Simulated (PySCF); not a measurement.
Mayer bond orders and bond lengths

Species: C₄H₅FO.
Numbering: `[CH2:1]=[C:2]([CH:3]=[O:4])[CH2:5][F:6]` (hydrogens: H7, H8 on C1; H9 on C3; H10, H11 on C5)

Structure used (PBE0-D3(BJ)/def2-SVP), in Å, numbered top down from 1:
```
atom  x, y, z in Å
C1    -0.683   -0.874    0.966
C2    -0.233    0.003    0.062
C3    -1.044    1.183   -0.297
O4    -0.692    2.012   -1.100
C5     1.084   -0.129   -0.636
F6     1.756   -1.246   -0.223
H7    -1.655   -0.731    1.449
H8    -0.092   -1.750    1.243
H9    -2.026    1.260    0.236
H10    0.924   -0.179   -1.728
H11    1.701    0.765   -0.441
```

Bond orders from the PBE0/pcSseg-1 density (PySCF). Geometry: PBE0-D3(BJ)/def2-SVP, one conformer, isolated molecule.

Q: Where do the orders between heavy atoms depart from those drawn in the SMILES?

A: The largest departure is 0.126, at C1–C2 (drawn double, 1.874).

Q: Set the Mayer orders of the bonds beside their lengths.

A: 
```
  bond  drawn as  length (Å)  Mayer order
 C1–C2    double       1.338        1.874
 C2–C3    single       1.476        0.997
 C3–O4    double       1.207        1.990
 C2–C5    single       1.496        0.987
 C5–F6    single       1.367        0.904
 C1–H7    single       1.094        0.942
 C1–H8    single       1.092        0.932
 C3–H9    single       1.120        0.947
C5–H10    single       1.104        0.936
C5–H11    single       1.104        0.936
```

By pair of heavy elements: C–C: lowest C2–C5 (0.987, 1.496 Å), highest C1–C2 (1.874, 1.338 Å).

Q: Sum the orders of all bonds at each heavy atom with more than one neighbour and set the sums beside the valence in the SMILES.

A: C1 3.748 (drawn 4), C2 3.858 (drawn 4), C3 3.934 (drawn 4), C5 3.763 (drawn 4). Orders between atoms that aren't bonded are not in these sums.

For a closed shell the Mayer order of atoms A and B is Σ (PS)μν (PS)νμ over the basis functions μ on A and ν on B, with P the density and S the overlap matrix.
